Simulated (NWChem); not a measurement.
## Correlation energy of Be

```
Be
```
Charge 0, spin multiplicity 1.

Everything below was run with NWChem.

Basis set: cc-pVDZ. Each correlation energy counts from its own Hartree-Fock reference.

The correlated methods keep 1 core orbital frozen. Coupled-cluster values serve here as a point of comparison, not as the truth.

Problem. Order these methods by the correlation energy they give, lowest first: MP2, SCS-MP2, CCSD.

Solution. CCSD (-44.5 mHa), SCS-MP2 (-30.7 mHa), MP2 (-25.6 mHa)
